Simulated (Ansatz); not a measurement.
Elastic constant C44 (GPa) of solids drawn from the class of elemental solids other than molecular ones, at two levels: PBE in Ansatz (plane waves, PAW), and LDA (Ansatz, a first-principles code, PAW).

```tsv
solid	PBE	LDA	shift (%)
bcc Fe	106	155	+46
hcp Zr	26.6	17.0	-36
fcc Ca	14.6	11.7	-19.9
fcc Pd	60.7	79.0	+30
hcp Hf	53.8	46.5	-13.6
hcp Ru	188	216	+14.9
hcp Cd	8.52	18.5	+117
bcc Rb	2.00	2.34	+17.0
bcc Na	6.30	7.24	+14.9
hcp Zn	32.1	45.9	+43
```

The shifts run from -36 % to +117 %, with a median of +16.0 %.

Over all 10 rows LDA is the larger in 7.

Ansatz's runs of these crystals have no spin polarisation, but for bcc Fe.

Density-functional runs with spin start from parallel moments for bcc Fe.

Spin–orbit coupling is left out, also for the solids with elements from indium on (hcp Hf); its size isn't shown.

Each level is taken at its own relaxed cell. Ansatz's density-functional and Hartree–Fock values are scalar-relativistic unless marked +SOC, with PAW data made under PBE.
